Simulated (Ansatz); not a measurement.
Geometry optimisation, Ansatz, UKS PBE0-D4/def2-SVP.

Input file:

```yaml
crystal:
  periodic: [false, false, false]
  atoms:
    - { symbol: O, position_ang: [-0.54508, -2.06252, 1.14137] }
    - { symbol: Si, position_ang: [-0.35712, -1.10845, -0.0166] }
    - { symbol: Si, position_ang: [0.2307, 1.057, 0.09224] }
    - { symbol: H, position_ang: [-0.65659, -1.49767, -1.39769] }
    - { symbol: H, position_ang: [0.23446, 1.81026, 1.35149] }
    - { symbol: H, position_ang: [0.23435, 2.02613, -1.00135] }
magnetization:
  spin_polarized: true
  initial_magnetization: 1
basis:
  gaussian: { orbitals: def2-SVP }
hamiltonian:
  xc: pbe0
  dispersion: d4
relax:
  f_tol: 0.015
  max_steps: 40
```

Command:

```bash
$ ansatz run input.yaml --threads 1 --pin off --max-ram 2048MiB --backend cpu --events-out ev --progress --plain --runs-dir out
```

Where does it end, and by what steps?

It converged. After 5 steps the energy has fallen by 0.109 eV; H6 moved furthest, 0.13 Å.

```tsv
step	energy less start (eV)	largest force component (eV/Å)	accepted
0	0.0000	1.393	yes
1	-0.0756	0.396	yes
2	-0.1013	0.383	yes
3	-0.1066	0.208	yes
4	-0.1063	0.177	no
5	-0.1093	0.013	yes
```

```xyz
6
Properties=species:S:1:pos:R:3
O -0.588 -2.005 1.181
Si -0.405 -1.084 -0.040
Si 0.295 1.084 0.114
H -0.576 -1.529 -1.459
H 0.289 1.770 1.433
H 0.126 1.988 -1.059
```

Whether the end is a true minimum wasn't checked by a vibrational analysis.

Run time: 19 s on 1 CPU thread of a shared host.
